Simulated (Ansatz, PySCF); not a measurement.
Species: C₂H₆N, net charge 0, doublet state. It need not be the lowest isomer of its formula. 
Structure (B3LYP-D3(BJ)/def2-TZVP (Ansatz, an electronic-structure program) minimum search):
SMILES: [CH2]CN
```xyz
9

C      1.2071    -0.4389    -0.0026
C      0.1180     0.5714     0.0048
N     -1.2414    -0.0269    -0.0013
H      1.5358    -0.9018     0.9194
H      1.5375    -0.8865    -0.9315
H      0.1830     1.2250    -0.8675
H      0.1814     1.2105     0.8879
H     -1.3501    -0.6337     0.8055
H     -1.3486    -0.6202    -0.8182
```
Charge 0, spin multiplicity 2.

Total electronic energies in hartree. Valence correlation only, unless marked. Open shells are spin-unrestricted. No spin-orbit coupling. No relativistic terms. CBS marks a two-point X^-3 extrapolation of the correlation energy; Hartree-Fock from the larger set. [CCSD(T)-MP2]/basis is that difference in the basis named.

```
level                                                     program  energy (Eh)
-------------------------------------------------  --------------  -----------
HF/6-31G*                                                  Ansatz   -133.61402
PBE/def2-TZVPD                                             Ansatz   -134.37381
PBE-D3(BJ)/def2-TZVPD                              Ansatz + dftd3   -134.37858
PBE-D4/def2-TZVPD                                  Ansatz + dftd4   -134.37783
BLYP-D4/def2-TZVPD                                 Ansatz + dftd4   -134.49989
revPBE/def2-TZVPD                                          Ansatz   -134.51627
BP86/def2-TZVPD                                             PySCF   -134.55549
r2SCAN/def2-TZVPD                                          Ansatz   -134.47436
B97M-V/def2-TZVPD                                          Ansatz   -134.54278
B3LYP/def2-TZVPD                                           Ansatz   -134.56284
TPSSh-D4/def2-TZVPD                                 PySCF + dftd4   -134.57086
HSE06-D4/def2-TZVPD                                Ansatz + dftd4   -134.38675
CAM-B3LYP-D4/def2-TZVPD                            Ansatz + dftd4   -134.48598
B2PLYP/def2-TZVPD                                          Ansatz   -134.42752
RI-MP2/cc-pVQZ                                             Ansatz   -134.25543
SCS-MP2/6-31G                                              Ansatz   -133.83448
CCSD/cc-pVDZ                                               Ansatz   -134.10784
CCSD/cc-pVTZ                                               Ansatz   -134.24561
CCSD(T)/STO-3G                                             Ansatz   -132.14917
CCSD(T)/6-31G*                                             Ansatz   -134.06553
CCSD(T)/cc-pVDZ                                            Ansatz   -134.12038
RI-MP2/CBS(cc-pVTZ,cc-pVQZ)+[CCSD(T)-MP2]/cc-pVDZ          Ansatz    -134.3375
RI-MP2/CBS(cc-pVTZ,cc-pVQZ)+[CCSD(T)-MP2]/cc-pVTZ          Ansatz    -134.3383
```

Totals of different functionals don't rank their quality; only differences between species are comparable.
